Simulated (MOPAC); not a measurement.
MOPAC input (MNDO):

```
MNDO PRECISE GNORM=0.05 LET XYZ GEO-OK AUX(PRECISION=9) THREADS=1
C4H6

C    -0.00022290 1    0.00111095 1    2.05650231 1
C    -0.00006510 1    0.00032447 1    0.60063127 1
C     0.00006510 1   -0.00032447 1   -0.60063127 1
C     0.00022290 1   -0.00111095 1   -2.05650231 1
H    -0.00898307 1    1.02015988 1    2.44984108 1
H    -0.87824496 1   -0.51564395 1    2.45057652 1
H     0.88643126 1   -0.50054473 1    2.45075963 1
H    -0.00845189 1    1.01751241 1   -2.45094375 1
H     0.88696243 1   -0.50319220 1   -2.45002519 1
H    -0.87771378 1   -0.51829141 1   -2.45020830 1
```

Task: What heat of formation does the run end on?

Result: 24.84 kcal/mol.
